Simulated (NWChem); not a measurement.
# Ionisation of HO

SMILES: [OH]
```xyz
2

O      0.0000     0.0000     0.1085
H      0.0000     0.0000    -0.8679
```
Charge 0, spin multiplicity 2.

The numbers come from NWChem runs, not from measurements. Structure: optimised with UPBE0/def2-SVP, a minimum by its harmonic frequencies.

Basis set: def2-TZVPD. −ε marks an orbital energy of the parent.

B3LYP has NWChem's definition, with VWN1-RPA local correlation. The structure started from a generated list of species. The unpaired electrons of the parent sit in orbitals of symmetry b2 (C2v labels of the run); other states weren't searched. The stability of the SCF solutions was not checked. Open-shell Hartree-Fock references start from PBE0 orbitals.

**Question.** For the first vertical ionisation energy, −ε(beta HOMO) of B3LYP gives 8.99 eV and −ε(beta HOMO) of BLYP gives 7.36 eV. What do −ε(beta HOMO) of M06-2X, G0W0@HF give?

**Answer.** −ε(beta HOMO) of M06-2X: 11.08 eV; G0W0@HF: 13.08 eV.
